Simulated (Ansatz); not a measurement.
## CH4N2, SMILES N=CN: an active-space calculation, step by step

With the Ansatz DFT code, driven from Python.

Run as a notebook:

**Cell 1**
```python
from dataclasses import dataclass
import warnings

import ansatz as az
```

**Cell 2**
```python
@dataclass
class Settings:
    basis: str = "6-31G*"
```

**Cell 3**
```python
settings = Settings()
```

**Cell 4**
```python
warnings.simplefilter("ignore", az.DeckWarning)
```

**Cell 5**
```python
geometry_ang = [
    ("N", (-0.8775, -0.8677, -0.5594)),
    ("C", (-0.2093, 0.1753, -0.2219)),
    ("N", (0.9487, 0.0349, 0.3892)),
    ("H", (-1.7024, -0.4769, -1.0408)),
    ("H", (-0.4978, 1.2184, -0.4226)),
    ("H", (1.239, 0.7607, 1.0739)),
    ("H", (1.1605, -0.9128, 0.7359)),
]
system = az.Crystal.molecule()
for symbol, xyz in geometry_ang:
    system = system.atom(symbol, xyz)
```

**Cell 6**
```python
model = system.calculation()
model = model.basis(gaussian=settings.basis)
model = model.correlation(active_electrons=4, active_orbitals=4)
for method in [None, "sc_nevpt2"]:
    r = (model if method is None else model.correlation(method)).run().report
    space = r["configurations"]
    state = space["states"][0]
    print(method or "casscf", f"total {r['free_energy_ev'] / 27.211386246:.6f} Ha, active-space state {state['energy']['hartree']:.6f} Ha, mean field {r['reference_energy_ev'] / 27.211386246:.6f} Ha")
    print("  determinants", state["n_determinants"], " natural occupations", [round(n, 3) for n in space["natural_occupations"]])
```
Output:
```text
casscf total -149.125562 Ha, active-space state -149.125562 Ha, mean field -149.066310 Ha
  determinants 36  natural occupations [1.98, 1.941, 0.059, 0.02]
sc_nevpt2 total -149.508356 Ha, active-space state -149.125559 Ha, mean field -149.066310 Ha
  determinants 36  natural occupations [1.98, 1.941, 0.059, 0.02]
```

Reading the output:
- Total energies depend on the basis set; only differences at equal settings carry meaning.
- The geometry is a force-field or estimated start, not a minimum of this method, and the basis set is short of its limit. The active space starts as a window about the frontier orbitals and is then optimised, not chosen by chemistry.
- Timing: 2.4 s on 1 thread of Arm Neoverse V1, with other jobs on the host, peak memory 0.15 GiB.
